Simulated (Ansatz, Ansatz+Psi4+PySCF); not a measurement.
```yaml
atoms:
  - { symbol: B, position_ang: [0.0000, 0.0000, -0.6277] }
  - { symbol: N, position_ang: [0.0000, 0.0000, 0.6277] }
```

Basis set: cc-pVTZ (spherical functions). Correlated methods keep 2 orbitals frozen. Charge 0, multiplicity 1.

Computed with Ansatz (development build ahead of 0.2.0); the reference of a correlated method needn't be the lowest determinant of its kind. Restricted open shells among the atoms or ions are ROHF, correlated in semicanonical orbitals with singles.

(1) Give the atomization energy at this shape (free ground-state atoms in the same class of orbitals less the molecule, no zero-point energy) of singlet BN by RHF-CCSD(T), UHF-BCCD(T), UHF-CCSD(T).

## Answers

(1)

```
     method  atomization energy
RHF-CCSD(T)      97.18 kcal/mol
UHF-BCCD(T)      92.25 kcal/mol
UHF-CCSD(T)      88.61 kcal/mol
```

Caution: the shape is not the minimum. Caution for RHF-CCSD(T): an unrestricted determinant lies well below; other determinants can give a lower correlated total. Caution for UHF-BCCD(T), UHF-CCSD(T): another reference gives a lower total; the program doubts this total; the unrestricted determinant is spin contaminated.
